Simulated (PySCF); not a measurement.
Geometry:
```json
{"atom": "O1", "x (Å)": "2.331", "y (Å)": "0.322", "z (Å)": "-0.576"}
{"atom": "C2", "x (Å)": "1.174", "y (Å)": "0.160", "z (Å)": "-0.290"}
{"atom": "C3", "x (Å)": "0.165", "y (Å)": "1.224", "z (Å)": "0.034"}
{"atom": "C4", "x (Å)": "-0.988", "y (Å)": "0.611", "z (Å)": "0.292"}
{"atom": "C5", "x (Å)": "-0.818", "y (Å)": "-0.867", "z (Å)": "0.152"}
{"atom": "C6", "x (Å)": "0.440", "y (Å)": "-1.147", "z (Å)": "-0.186"}
{"atom": "H7", "x (Å)": "0.391", "y (Å)": "2.280", "z (Å)": "0.043"}
{"atom": "H8", "x (Å)": "-1.926", "y (Å)": "1.078", "z (Å)": "0.562"}
{"atom": "H9", "x (Å)": "-1.619", "y (Å)": "-1.576", "z (Å)": "0.312"}
{"atom": "H10", "x (Å)": "0.900", "y (Å)": "-2.107", "z (Å)": "-0.364"}
```

No relativistic terms, rapidly exchanging positions averaged, no solvent model, single conformer. Structure optimised with PBE0-D3(BJ)/def2-TZVP; GIAO PBE0/pcSseg-2 shieldings; PySCF 2.14.0 with density-fitted response routines.

Referencing at the same level of theory: TMS for ¹³C (186.03 ppm) and ¹H (31.52 ppm); ¹⁷O (329.54 ppm) against H2O.

```tsv
atoms	nucleus	count	δ (ppm)
O1	¹⁷O	1	753.8
H7/H10	¹H	2	5.57
C3/C6	¹³C	2	129.2
C4/C5	¹³C	2	160.3
H8/H9	¹H	2	?
C2	¹³C	1	?
```

Question: Complete the table.

Answer: 
- C2: 217.4 ppm, ketone carbonyl carbon; low-lying n→π* states of the double bond to the heteroatom give a large paramagnetic term (-280 ppm)
- H8/H9: 7.42 ppm, hydrogen on a β carbon of a C=C–C=O unit; olefinic region

Shifts are as computed. Against solution values, carbons near 30 ppm lie about +3 ppm off and those near 130 ppm about +9 ppm. Of 1211 compounds with measured shifts, 218 miss one by over three times the rms of a fit or turn the order of signals round; such compounds aren't used in these exercises. Unscaled 17O shifts of doubly bonded oxygen tend to come out too high, by tens of ppm or more. Experimental scales use liquid or dissolved standards, which lie at an offset from isolated H2O (liquid H2O: subtract about 36 ppm).
